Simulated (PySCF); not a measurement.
Homolysis of single bonds, series Si F-OH. Isolated molecules, 0 K electronic values unless said otherwise. One relaxed conformer stands for each flexible species; it need not be the lowest. Strings in code marks are SMILES. All members: neutral, multiplicity 1. Level: ωB97X-D3(BJ)/def2-TZVP // PBE0-D3(BJ)/def2-TZVP (PySCF), beside PBE-D3(BJ)/def2-TZVP // PBE0-D3(BJ)/def2-TZVP (PySCF) at the same geometries. 

| species | HOMO–LUMO gap, PBE (eV) | HOMO–LUMO gap, ωB97X-D3(BJ) (eV) |
|---|---|---|
| `O[Si](O)(O)O` | 6.91 | 14.11 |
| `O[Si](O)(O)F` | 7.39 | withheld |
| `O[Si](O)(F)F` (H–O–Si–F torsion -43°, F–Si–O–H torsion -84°) | 7.65 | 15.00 |
| `O[Si](F)(F)F` | 8.06 | 15.49 |
| `F[Si](F)(F)F` | 10.06 | 18.06 |

Task: Fit y = a + b·x, y being the HOMO–LUMO gap at the first level, to the 4 complete rows by least squares, with x = the PBE value in eV. Give a, b and the rms residual, and predict the withheld value.

Result: Means of the 4 rows: x̄ = 8.17, ȳ = 15.665 eV. Σ(x − x̄)² = 5.4422 and Σ(x − x̄)(y − ȳ) = 6.8509, so b = 1.259 and a = ȳ − b·x̄ = 5.379 eV. The rms residual is 0.026 eV. At x = 7.39 the line gives 14.68 eV. The run for `O[Si](O)(O)F` gave 14.71 eV, so the line is off by 0.03 eV, within twice the rms residual.

Codes: PySCF.
